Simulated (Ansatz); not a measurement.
Worked example: vertical ionisation energy of C2H4 (SMILES [CH2][CH2])

C2H4: 6 atoms, total charge 0, spin state triplet. SMILES: `[CH2][CH2]`. Geometry: relaxed at GFN2-xTB. This is one conformer, not always the lowest.

Both states at this one shape; open shells run unrestricted unless said. 1 Eh = 27.2114 eV.

```
          level  program  triplet C2H4 (Eh)  doublet [C2H4]+ (Eh)
U-r2SCAN/STO-3G   Ansatz         -77.471182            -77.181732
   UPBE0/STO-3G   Ansatz         -77.418759            -77.133687
```

Problem. Work out the vertical ionisation energy at each level.

Solution. 
1. U-r2SCAN/STO-3G: -77.181732 − (-77.471182) = 0.289450 Eh = 7.88 eV.
2. UPBE0/STO-3G: -77.133687 − (-77.418759) = 0.285072 Eh = 7.76 eV.

No measured value is set beside it here; the levels span 7.76 to 7.88 eV. Minimal sets are far from the basis-set limit.
